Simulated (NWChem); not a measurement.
Species: N cation, triplet

Results from NWChem. Spin-unrestricted. The open p shell is one determinant without spherical averaging. No stability test was run on the SCF state.

Problem. Estimate the computed values for PBE/def2-TZVP. Quantities: highest occupied level (eV); lowest empty minus highest occupied level, either spin (eV); <S²>.

Solution. The highest occupied level (eV) is -22.02 and the lowest empty minus highest occupied level, either spin (eV) is 0.69. The <S²> comes out as 2.00.
